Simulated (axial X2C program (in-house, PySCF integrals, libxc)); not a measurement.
**Nuclear properties of MgCl⁻**

Computed with an in-house all-electron X2C program for linear molecules (integrals from PySCF): two-component X2C with atomic mean-field Coulomb and Gaunt terms, Gaussian nuclei, basis Cl dyall-av3z, Mg dyall-av3z with contracted cores.

R = 2.387 Å (near the PBE0 minimum at charge -1 of the determinant lowest at the starting distance; the state shown can have its own minimum elsewhere).

Input and command:
```json
{"zs": [17, 12], "q": -1, "bas": ["dyall-av3z", "dyall-av3z"], "r0": 2.38, "levels": ["PBE0", "HF", "B3LYP", "r2SCAN", "BP86"], "nst": 3}
```
```bash
python soeom.py task.json out
```

Keys: zs atomic numbers; q charge; bas basis sets; r0 starting distance in Å; levels methods; nst determinants followed.

Determinant lowest in the PBE0 search, Ω = 0 (closed shell), highest spinor 68% Mg s, 17% Mg p, 8% Cl p:

```json
{"level": "PBE0", "qzz Cl (a.u.)": "0.33", "qzz Mg (a.u.)": "-0.41"}
{"level": "HF", "qzz Cl (a.u.)": "0.31", "qzz Mg (a.u.)": "-0.43"}
{"level": "B3LYP", "qzz Cl (a.u.)": "0.30", "qzz Mg (a.u.)": "-0.42"}
{"level": "r2SCAN", "qzz Cl (a.u.)": "0.31", "qzz Mg (a.u.)": "-0.42"}
{"level": "BP86", "qzz Cl (a.u.)": "0.31", "qzz Mg (a.u.)": "-0.40"}
```

Determinant 1.47 eV from it at PBE0 and this distance, Ω = 2 (⟨Sz⟩ = 1.00, ⟨Lz⟩ = 1.00 at PBE0), spin on the atoms Cl -0.03, Mg 1.03:

| level | Eeff magnitude (GV/cm) | Ws magnitude Cl (kHz) | Ws magnitude Mg (kHz) | A∥/gI Cl (MHz) | qzz Cl (a.u.) | A∥/gI Mg (MHz) | qzz Mg (a.u.) |
| --- | --- | --- | --- | --- | --- | --- | --- |
| PBE0 | 0.113 | 0.0119 | 0.0103 | 33.3 | 0.95 | 234 | -0.26 |
| HF | 0.104 | 0.0101 | 0.0103 | 29.7 | 0.76 | 226 | -0.32 |
| B3LYP | 0.125 | 0.0128 | 0.0117 | 34.6 | 0.97 | 258 | -0.28 |
| r2SCAN | 0.126 | 0.0131 | 0.0114 | 33.9 | 0.86 | 248 | -0.27 |
| BP86 | 0.114 | 0.0118 | 0.0106 | 33.5 | 0.97 | 244 | -0.25 |

Eeff is the effective electric field on the electron electric dipole moment in this Ω state and Ws the scalar–pseudoscalar constant of the nucleus named (defined with the proton number Z and per Ω); A∥ (defined per Ω) follows by multiplying with gI = μI/(I μN); qzz is the electric field gradient, eQq0 = 234.96 MHz × Q/barn × qzz. The operators were transformed with the bare-nucleus X2C matrices; with these basis sets, hyperfine constants and field gradients can be off by tens of per cent, and where levels differ in sign neither size nor sign is settled.

With Q(35Cl) = -0.08112 barn, Q(25Mg) = 0.1994 barn (Q from Pyykkö, Mol. Phys. 2018), turn the PBE0 values of the first state into constants in MHz.

eQq0(35Cl) = 234.96 × (-0.08112) × (0.33) = -6.29 MHz; eQq0(25Mg) = 234.96 × (0.1994) × (-0.41) = -19.2 MHz.

Each state is one determinant with collinear spin, which with several unpaired electrons need not be a pure state. Unrestricted Hartree–Fock can overshoot spin polarisation at the nuclei. For an anion, determinants above electron detachment, or with a positive highest level, are held by the basis set. With several open shells hyperfine constants can be off by a factor of several. Open-shell Ω = 0 determinants with evenly filled partner blocks cannot be reached by this program, so the Ω shown need not be the lowest component. The search compared states at one distance, so a state with another bond length can lie lower. Further determinants of the search, some of them spin-mixed, are not shown. PBE0 term energies can be off by some tenths of an eV.
